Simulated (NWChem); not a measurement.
# One shape, several levels: C2H6S2 (SMILES SCCS)

Aim: a comparison of 4 runs (HF/cc-pVDZ, SVWN5/cc-pVDZ, MP2/cc-pVDZ, CCSD(T)/cc-pVDZ) of C2H6S2. 

The calculation is run with NWChem 7.3.0.

## Step 1: The molecule

C2H6S2 has 10 atoms, charge 0, and is taken as a singlet. SMILES: `SCCS`. The coordinates come from a PBE0-D4/def2-TZVP relaxation. This is a higher conformer, about 10 kJ/mol above the lowest found by a separate search.

Bond lengths: S1–C2 1.819 Å, C2–C3 1.514 Å, C3–S4 1.810 Å, S1–H5 1.342 Å, C2–H6 1.092 Å, C2–H7 1.093 Å, C3–H8 1.092 Å, C3–H9 1.092 Å, S4–H10 1.343 Å. Some angles: S1–C2–C3 110.7°, C2–C3–S4 114.4°, S1–C2–H6 108.8°, S1–C2–H7 109.6°, C3–C2–H6 109.2°, C3–C2–H7 110.3°, C2–S1–H5 95.6°, C2–C3–H8 110.2°, C2–C3–H9 110.1°, S4–C3–H8 104.5°.

## Step 2: Energy and gradient at HF/cc-pVDZ (run 1)

Contents of c2h6s2.nw:

```
start c2h6s2
title "C2H6S2"
memory total 2200 mb

geometry units atomic noautosym nocenter noautoz
  S   -2.56696617   0.83064802  -2.43268223
  C   -0.50835522   1.18863773   0.29661141
  C    0.57460902  -1.33858750   1.08630906
  S    2.25618181  -2.99158763  -1.39068725
  H   -4.07906833   2.78589094  -1.86206053
  H   -1.60568139   1.97298746   1.85795983
  H    1.01332784   2.51046336  -0.15078125
  H   -0.94490086  -2.62692718   1.62575028
  H    1.81122690  -1.09995289   2.72145128
  H    4.04964529  -1.23149672  -1.75185171
end

basis "ao basis" spherical bse
  * library cc-pVDZ
end

scf
  nopen 0
  rhf
  thresh 1e-08
  maxiter 80
  print low
end

task scf gradient
```

Run with:

```console
nwchem c2h6s2.nw > c2h6s2.out
```

The program printed:

```text
[...]
  functions       =    94
[...]
  wavefunction    = RHF
[...]
         Total SCF energy =   -874.288473882852
      One-electron energy =  -1628.463506553671
      Two-electron energy =    541.758657301338
 Nuclear repulsion energy =    212.416375369481
        Time for solution =     38.1s
[...]
                         RHF ENERGY GRADIENTS
    atom               coordinates                        gradient
                 x          y          z           x          y          z
   1 S      -2.566966   0.830648  -2.432682    0.007604  -0.004621   0.003408
   2 C      -0.508355   1.188638   0.296611   -0.002767  -0.003786  -0.003071
   3 C       0.574609  -1.338588   1.086309    0.002221   0.003592  -0.007935
   4 S       2.256182  -2.991588  -1.390687   -0.007364   0.001479   0.003646
   5 H      -4.079068   2.785891  -1.862061   -0.000097   0.001382   0.002203
   6 H      -1.605681   1.972987   1.857960   -0.001105   0.000407   0.000885
   7 H       1.013328   2.510463  -0.150781    0.001357   0.000312  -0.000606
   8 H      -0.944901  -2.626927   1.625750   -0.000973  -0.001293  -0.000488
   9 H       1.811227  -1.099953   2.721451    0.000879   0.000154   0.000988
  10 H       4.049645  -1.231497  -1.751852    0.000245   0.002374   0.000970
[...]
```

Run time: 46 s. Hardware: 1 thread of Intel Xeon 6975P-C (Granite Rapids), shared host; peak memory 0.1 GiB.

## Step 3: Energy and forces at SVWN5/cc-pVDZ (run 2)

Contents of work.nw:

```
start work
title "C2H6S2 gradient"
memory stack 880 mb heap 220 mb global 1100 mb
charge 0

geometry noautosym nocenter noautoz
  S     -1.358380     0.439560    -1.287320
  C     -0.269010     0.629000     0.156960
  C      0.304070    -0.708350     0.574850
  S      1.193920    -1.583080    -0.735920
  H     -2.158550     1.474230    -0.985360
  H     -0.849690     1.044060     0.983190
  H      0.536230     1.328480    -0.079790
  H     -0.500020    -1.390110     0.860310
  H      0.958460    -0.582070     1.440130
  H      2.142980    -0.651680    -0.927040
end

basis spherical bse
  * library cc-pVDZ
end

dft
  xc slater vwn_5
  mult 1
  grid fine
  convergence energy 1e-08
  iterations 100
  mulliken
  print medium
end

task dft gradient
```

Run with:

```console
nwchem work.nw > work.out
```

The program printed:

```text
[...]
          Wavefunction type:  closed shell.
          No. of atoms     :    10
          No. of electrons :    50
[...]
          Charge           :     0
          Spin multiplicity:     1
[...]
          AO basis - number of functions:    94
[...]
              XC Information
              --------------
                        Slater Exchange Functional  1.000 local
                      VWN V Correlation Functional  1.000 local
[...]
 d= 0,ls=0.0,diis     1   -872.6463168121 -1.09D+03  9.58D-03  7.19D-01     3.5
[...]
 d= 0,ls=0.0,diis    10   -872.6995471927 -4.21D-09  3.41D-07  1.28D-09    23.9
         Total DFT energy =     -872.699547192676
      One electron energy =    -1628.936608391080
           Coulomb energy =      604.744328410827
    Exchange-Corr. energy =      -60.923657637738
 Nuclear repulsion energy =      212.416390425316
[...]
      Total Density - Mulliken Population Analysis
     ---------------------------------------------
    Atom       Charge   Shell Charges
 -----------   ------   -------------------------------------------------------
    1 S   16    16.10   2.00  2.04  0.94  0.85  6.01  2.36  1.83  0.08
    2 C    6     6.19   2.02  0.66  0.45  2.11  0.89  0.06
    3 C    6     6.20   2.02  0.65  0.46  2.11  0.89  0.06
    4 S   16    16.10   2.00  2.04  0.94  0.84  6.01  2.37  1.82  0.08
    5 H    1     0.90   0.68  0.19  0.03
    6 H    1     0.91   0.71  0.17  0.03
    7 H    1     0.91   0.71  0.17  0.03
    8 H    1     0.89   0.70  0.16  0.03
    9 H    1     0.90   0.71  0.17  0.03
   10 H    1     0.90   0.68  0.19  0.03
[...]
  wavefunction    = closed shell
                         DFT ENERGY GRADIENTS
    atom               coordinates                        gradient
                 x          y          z           x          y          z
   1 S      -2.566966   0.830648  -2.432682   -0.007221   0.013151   0.007272
   2 C      -0.508355   1.188638   0.296611    0.001135   0.014193   0.003306
   3 C       0.574609  -1.338587   1.086309   -0.000399  -0.011033   0.011452
   4 S       2.256182  -2.991587  -1.390687    0.009818   0.011714   0.001532
   5 H      -4.079068   2.785891  -1.862060    0.007933  -0.010849  -0.003938
   6 H      -1.605681   1.972987   1.857960    0.006482  -0.005099  -0.010263
   7 H       1.013328   2.510463  -0.150781   -0.010256  -0.008597   0.002745
   8 H      -0.944901  -2.626927   1.625750    0.009636   0.008373  -0.002880
   9 H       1.811227  -1.099953   2.721451   -0.007611  -0.001584  -0.010672
  10 H       4.049645  -1.231497  -1.751852   -0.009517  -0.010269   0.001446
[...]
```

Run time: 31 s. Hardware: 1 thread of Intel Xeon 6975P-C (Granite Rapids), shared host; peak memory 0.12 GiB.

## Step 4: Energy and gradient at MP2/cc-pVDZ (run 3)

Contents of a.nw:

```
start a
memory 2200 mb

geometry noautosym nocenter noautoz
  S    -1.358380    0.439560   -1.287320
  C    -0.269010    0.629000    0.156960
  C     0.304070   -0.708350    0.574850
  S     1.193920   -1.583080   -0.735920
  H    -2.158550    1.474230   -0.985360
  H    -0.849690    1.044060    0.983190
  H     0.536230    1.328480   -0.079790
  H    -0.500020   -1.390110    0.860310
  H     0.958460   -0.582070    1.440130
  H     2.142980   -0.651680   -0.927040
end

basis spherical bse
  * library cc-pVDZ
end

scf
  thresh 1e-08
  maxiter 80
  print low
end

mp2
  freeze core 12
  tight
end

task mp2 gradient
```

Run with:

```console
nwchem a.nw > a.out
```

The program printed:

```text
[...]
  functions       =    94
[...]
  wavefunction    = RHF
[...]
         Total SCF energy =   -874.288473878549
      One-electron energy =  -1628.463536457690
      Two-electron energy =    541.758672153825
 Nuclear repulsion energy =    212.416390425316
        Time for solution =     37.8s
[...]
          Total MP2 energy          -874.847913980942
[...]
                         mp2 ENERGY GRADIENTS
    atom               coordinates                        gradient
                 x          y          z           x          y          z
   1 S      -2.566966   0.830648  -2.432682    0.003444   0.003879   0.007495
   2 C      -0.508355   1.188638   0.296611    0.001468  -0.000491   0.001406
   3 C       0.574609  -1.338587   1.086309   -0.001663  -0.000067   0.000475
   4 S       2.256182  -2.991587  -1.390687   -0.001878   0.007179   0.005976
   5 H      -4.079068   2.785891  -1.862060    0.001757  -0.002838  -0.001043
   6 H      -1.605681   1.972987   1.857960    0.003331  -0.002999  -0.006414
   7 H       1.013328   2.510463  -0.150781   -0.006164  -0.004934   0.000945
   8 H      -0.944901  -2.626927   1.625750    0.005844   0.004351  -0.002148
   9 H       1.811227  -1.099953   2.721451   -0.004069  -0.001299  -0.006486
  10 H       4.049645  -1.231497  -1.751852   -0.002070  -0.002781  -0.000206
[...]
```

It took 91 s on 1 thread of Intel Xeon 6975P-C (Granite Rapids), shared host; peak memory 0.3 GiB.

## Step 5: A single-point energy at CCSD(T)/cc-pVDZ (run 4)

Contents of calc.nw:

```
start calc
title "C2H6S2 ccsd(t)"
memory stack 880 mb heap 220 mb global 1100 mb
geometry units atomic noautosym nocenter noautoz
  S  -2.56696617  0.83064802 -2.43268223
  C  -0.50835522  1.18863773  0.29661141
  C   0.57460902 -1.33858750  1.08630906
  S   2.25618181 -2.99158763 -1.39068725
  H  -4.07906833  2.78589094 -1.86206053
  H  -1.60568139  1.97298746  1.85795983
  H   1.01332784  2.51046336 -0.15078125
  H  -0.94490086 -2.62692718  1.62575028
  H   1.81122690 -1.09995289  2.72145128
  H   4.04964529 -1.23149672 -1.75185171
end
basis spherical bse
  * library cc-pVDZ
end
scf
  singlet
  rhf
  thresh 1e-08
  maxiter 80
end
ccsd
  freeze core 12
  maxiter 60
end
task ccsd(t) energy
```

Run with:

```console
nwchem calc.nw > calc.out
```

The program printed:

```text
[...]
  functions       =    94
[...]
  wavefunction    = RHF
[...]
         Total SCF energy =   -874.288473882852
      One-electron energy =  -1628.463506553671
      Two-electron energy =    541.758657301338
 Nuclear repulsion energy =    212.416375369481
        Time for solution =     39.8s
[...]
 Total MP2 energy:           -874.847913992356894
[...]
             energy      energy      error      ampl     ampl      Block
                                                time     time      time
[...]
 Total CCSD energy:           -874.905086515094240
[...]
 Total CCSD+T(CCSD) energy:           -874.923825930407247
[...]
 Total CCSD(T) energy:                -874.923436656910894
[...]
```

It took 3.6 min on 1 thread of Intel Xeon 6975P-C (Granite Rapids), shared host; peak memory 0.29 GiB.

## Step 6: The series

```csv
run,level,iteration cap,module,energy (Eh),largest force (eV/Å),wall time
1,HF/cc-pVDZ,80,scf,-874.288474,0.490,46 s
2,SVWN5/cc-pVDZ,100,dft,-872.699547,0.857,31 s
3,MP2/cc-pVDZ,80,mp2,-874.847914,0.490,91 s
4,CCSD(T)/cc-pVDZ,80,ccsd(t),-874.923437,–,3.6 min
```

## Step 7: Summary of results

```
                                           quantity          value
                                run 4: total energy  -874.92344 Eh
         run 4: HOMO energy (Hartree–Fock orbitals)       -9.52 eV
         run 4: LUMO energy (Hartree–Fock orbitals)        3.94 eV
       run 4: HOMO–LUMO gap (Hartree–Fock orbitals)       13.46 eV
run 4: correlation energy (12 core orbitals frozen)     -635.0 mEh
                              run 4: (T) correction     -18.35 mEh
```

In words: Below the HF energy at the same shape and in the same basis (cc-pVDZ): MP2 -559.4 mEh; CCSD(T) -635.0 mEh. All runs together took 6.4 min, the longest 3.6 min.
